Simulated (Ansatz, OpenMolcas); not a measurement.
## C4H6 (SMILES C=C=CC): from total energies to a heat of formation

C4H6: 10 atoms, total charge 0, spin state singlet. As SMILES, `C=C=CC`. Geometry: relaxed at PBE0-D4/def2-TZVP.

```xyz
10

C    -1.0282    1.6402   -0.8077
C    -0.2150    0.6560   -0.5590
C     0.5956   -0.3298   -0.3056
C     0.5141   -1.2167    0.8983
H    -1.9386    1.4891   -1.3795
H    -0.8220    2.6456   -0.4538
H     1.3937   -0.5279   -1.0192
H     0.3807   -2.2612    0.6018
H    -0.3180   -0.9322    1.5423
H     1.4376   -1.1630    1.4823
```

Total energies at revPBE/cc-pVDZ (OpenMolcas 26.06); the atoms run unrestricted:

```tsv
species	state	energy (Eh)
C4H6	singlet	-155.935665
C	triplet	-37.838504
H	doublet	-0.503191
```

Harmonic wavenumbers at PBE0-D4/def2-TZVP, in cm⁻¹: 171, 210, 344, 543, 577, 876, 891, 898, 1015, 1057, 1093, 1159, 1359, 1400, 1467, 1475, 1501, 2077, 3044, 3101, 3136, 3139, 3153, 3215.

Measured heats of formation of the gaseous atoms at 298.15 K, in kJ/mol: C 716.9, H 218.0. Spin-orbit lowering of the atoms at 298 K (mean of the ground term's levels less their thermal mean, from spectra), in kJ/mol: C 0.02. Take 1 Eh = 2625.50 kJ/mol, 1 cm⁻¹ = 0.0119627 kJ/mol, RT = 2.479 kJ/mol.

Q: What heat of formation follows?

A: 
1. Electronic atomisation energy: 4 × (-37.838504) + 6 × (-0.503191) − (-155.935665) = 1.562503 Eh = 4102.4 kJ/mol.
2. Zero-point energy: half the sum of the wavenumbers, 18450.5 cm⁻¹ = 220.7 kJ/mol.
3. Thermal vibrational enthalpy, Σ hcν̃/(exp(hcν̃/kT) − 1): 5.8 kJ/mol. Translation, rotation and pV of a non-linear molecule: 4 RT = 9.9 kJ/mol.
4. The 10 free atoms carry 5/2 RT each: 62.0 kJ/mol.
5. Spin-orbit coupling lowers the free atoms by 4 × 0.02 = 0.1 kJ/mol.
6. Atomisation enthalpy at 298 K: 4102.4 − 0.1 − 220.7 − 5.8 − 9.9 + 62.0 = 3927.9 kJ/mol.
7. Sum of the atoms' heats of formation: 4175.6 kJ/mol. Heat of formation: 4175.6 − 3927.9 = +247.7 kJ/mol.

The tabulated value is +162.3 kJ/mol (CRC Handbook of Chemistry and Physics), so this level is off by +85.4 kJ/mol, or 2.1 % of the atomisation enthalpy. Anharmonicity and any spin-orbit splitting of the molecule are left out.
